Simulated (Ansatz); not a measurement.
# Basis-set limit of N2H3, quartet

```csv
atom,x (Å),y (Å),z (Å)
N,-1.0773,-0.0184,-0.0286
H,-1.3746,0.9495,-0.0286
H,-1.3746,-0.4207,0.8517
H,0.0617,-0.0184,-0.0286
N,1.2707,-0.0184,-0.0286
```

Connectivity, by distances: NH2 ··· N, 1 bridging H.

Ansatz 0.2.0, UHF determinant, valence electrons correlated. Energies in eV.

```tsv
set	X	functions	Hartree–Fock	MP2 correlation	CCSD(T) correlation	time
def2-TZVPP	3	104	-3008.2500	-9.5017	-10.6430	2 s on 1 × NVIDIA H100 80GB HBM3 with 1 thread of AMD EPYC 7R13 Processor (Zen 3) (shared host)
def2-QZVPP	4	204	-3008.3877	-10.2032	-11.2749	4.2 s on 1 × NVIDIA H100 80GB HBM3 with 1 thread of AMD EPYC 7R13 Processor (Zen 3), on a shared host
```

Hartree–Fock is taken to follow E(X) = E∞ + A·exp(−7.88·√X), correlation E(X) = E∞ + B·X^−2.97.

Cautions: lower spins were not checked.

Task: Work out the CCSD(T) energy at the limit, and how far the shortcut misses it that extrapolates MP2 and adds CCSD(T) minus MP2 from the smaller set.

Result: Hartree–Fock: E∞ = E4 + 0.1377·(E4 − E3) = -3008.4067. Correlation: E∞ = E4 + 0.7407·(E4 − E3) = -11.7429 for CCSD(T) and -10.7227 for MP2. The limit is -3020.1497 eV, 0.487 eV below def2-QZVPP. The shortcut gives a correlation energy of -10.7227 + (-1.1413) = -11.8640, 121 meV lower than the direct value.
